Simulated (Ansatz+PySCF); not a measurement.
A calculation with PySCF 2.14.0.

```python
from pyscf import gto, scf, mp

# the (T+d) and (D+d) sets load through basis_set_exchange
mol = gto.M(atom="""
C -0.049820 0.000000 -0.142090
Cl -0.054640 0.000000 1.549860
H -0.470400 -0.936070 -0.512010
H 1.045250 0.000000 -0.383760
H -0.470400 0.936070 -0.512010
""", basis={'C': 'cc-pvtz', 'Cl': 'cc-pv(t+d)z', 'H': 'cc-pvtz'}, charge=1, spin=1)
mf = scf.UHF(mol)
mf.kernel()
pt = mp.MP2(mf, frozen=6).run()
print(mf.e_tot, pt.e_corr, pt.e_tot)
```

The script is written out from the run's settings.

Output:

| Property | Result |
| --- | --- |
| Converged | yes |
| Reference energy | -498.76799 hartree |
| Correlation energy | -0.33537 hartree |
| Total energy | -499.10336 hartree |
| Spin squared of the determinant | 0.763 |

Caution: MP2 on this radical cation hangs on the determinant chosen.
